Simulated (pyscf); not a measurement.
H₃C–Zn–SH + H₂S → methane (CH₄) + HS–Zn–SH (four-centre exchange; singlet surface; C–Zn, H–S broken, C–H, S–Zn formed). Structures and frequencies: ωB97X-D3(BJ)/def2-SVP in PySCF. Energies in kcal/mol from the separated reactants.

| level | barrier | reaction energy |
|---|---|---|
| ωB97X-D3(BJ)/def2-TZVP | … | -28.6 |
| B3LYP-D3(BJ)/def2-TZVP | 18.4 | -27.4 |
| PBE0-D3(BJ)/def2-TZVP | 14.2 | -27.5 |
| M06-2X/def2-TZVP | 15.7 | -28.9 |
| ωB97M-D3(BJ)/def2-TZVP | 19.8 | -26.6 |
| HF/def2-TZVP | … | … |

Question: What belongs in the gaps?

Answer: 
- ωB97X-D3(BJ)/def2-TZVP, barrier: 16.9
- HF/def2-TZVP, barrier: 33.6
- HF/def2-TZVP, reaction energy: -31.1

The functionals in the table span 5.6 kcal/mol in this barrier, from PBE0-D3(BJ) to ωB97M-D3(BJ). On the reactant side the descent ends in a complex, 7.0 kcal/mol under the separated species and 23.9 kcal/mol under the saddle at ωB97X-D3(BJ)/def2-TZVP. This is the saddle that the search found; another between the same sides may lie lower. Elements up to Kr have no core potential and no relativistic terms here.
